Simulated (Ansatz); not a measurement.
Geometry optimisation, RKS CAM-B3LYP/def2-SVP (Ansatz).

Input:

```yaml
crystal:
  periodic: [false, false, false]
  atoms:
    - { symbol: Al, position_ang: [-0.083155, 0.549918, -0.516074] }
    - { symbol: "N", position_ang: [-0.018251, 0.097061, 2.5482] }
    - { symbol: H, position_ang: [-0.864937, -0.18186, 3.039283] }
    - { symbol: H, position_ang: [0.783254, -0.150212, 3.126125] }
    - { symbol: H, position_ang: [1.371368, 0.096199, -0.922527] }
    - { symbol: H, position_ang: [-1.414664, -0.223359, -0.861457] }
    - { symbol: S, position_ang: [-0.258373, 2.629943, 0.313679] }
    - { symbol: H, position_ang: [-1.593281, 2.571164, 0.487984] }
    - { symbol: H, position_ang: [-0.03336, 1.128446, 2.431588] }
basis:
  gaussian: { orbitals: def2-SVP }
hamiltonian:
  xc: cam_b3lyp
relax:
  f_tol: 0.03
  max_steps: 50
```

Command:

```bash
$ ansatz run input.yaml --threads 2 --pin off --max-ram 3072MiB --backend cpu --events-out ev --progress --plain --runs-dir out
```

Where does it end, and by what steps?

The run converged. After 10 steps the energy has fallen by 0.932 eV; H4 moved furthest, 0.73 Å. Joined: Al1–N2 (3.10 → 2.07 Å).

| step | energy less start (eV) | largest force component (eV/Å) | accepted |
| --- | --- | --- | --- |
| 0 | 0.0000 | 0.773 | yes |
| 1 | -0.2401 | 0.687 | yes |
| 2 | -0.5942 | 0.871 | yes |
| 3 | -0.8433 | 0.699 | yes |
| 4 | -0.8437 | 1.620 | yes |
| 5 | -0.9245 | 0.224 | yes |
| 6 | -0.9134 | 0.231 | no |
| 7 | -0.9315 | 0.107 | yes |
| 8 | -0.9307 | 0.070 | no |
| 9 | -0.9323 | 0.031 | yes |
| 10 | -0.9323 | 0.017 | yes |

```xyz
9
Properties=species:S:1:pos:R:3
Al -0.102 0.551 0.129
N -0.001 0.175 2.165
H -0.825 -0.307 2.533
H 0.826 -0.363 2.433
H 1.355 0.089 -0.308
H -1.396 -0.283 -0.275
S -0.337 2.780 0.181
H -1.685 2.783 0.171
H 0.055 1.092 2.617
```

Whether the end is a true minimum wasn't checked by a vibrational analysis.

Time of the run: 21 s on 2 threads of Arm Neoverse V1, with other jobs on the host, peak memory 0.17 GiB.
